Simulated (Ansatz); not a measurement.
Consider the atomization: `BBN` → 2 B• + 5 H• + N•.

Computed with Ansatz on PBE0-D4/def2-TZVP structures; ΔE is electronic, products minus reactants. CCSD(T)/CBS is the MP2 limit (def2-TZVPP, def2-QZVPP) plus CCSD(T) − MP2 in def2-TZVPP, frozen cores. This one scheme is used for every species, atoms too. Open shells (•) are unrestricted, without spin–orbit coupling. Spin–orbit coupling would lower the free atoms: a little for B. Each species was taken in one conformer, which may not be the lowest.

`BBN`:

Cartesian coordinates in Å:
```
B 1.202 0.284 -0.675
B -0.193 -0.419 -0.101
N -1.111 0.081 0.817
H 1.222 0.935 -1.684
H 2.273 0.086 -0.169
H -0.432 -1.517 -0.550
H -1.931 -0.429 1.100
H -1.030 0.978 1.263
```

```tsv
level	ΔE (kJ/mol)
SCS-MP2/def2-QZVPP	2789.9
HF/CBS(def2)	2121.6
```

What does CCSD(T)/CBS give? (Estimate.)

Ansatz gave: +2771.5 kJ/mol. The listed levels differ from it by 18.4, -649.9 kJ/mol.

Largest T1 diagnostic among the species: 0.014.

From PBE to PBE0 (25 % exact exchange), in def2-TZVPP and without D4, ΔE moves by −35.1 kJ/mol: exact exchange takes away binding that semilocal exchange gives to molecules. The D4 term adds +14.0 kJ/mol with B3LYP and +7.2 kJ/mol with PBE0; it sums over pairs of atoms, weighted by their polarisabilities, and B3LYP, whose exchange is more repulsive, gets the larger term.

B3LYP here is the variant with VWN-RPA as its local correlation; programs differ in this.

For atomizations the MP2-based limit and the directly extrapolated one differ by several kJ/mol either way, and by 10 to 25 for some Ge, Se and Sn compounds, so smaller differences from it don't rank the levels.
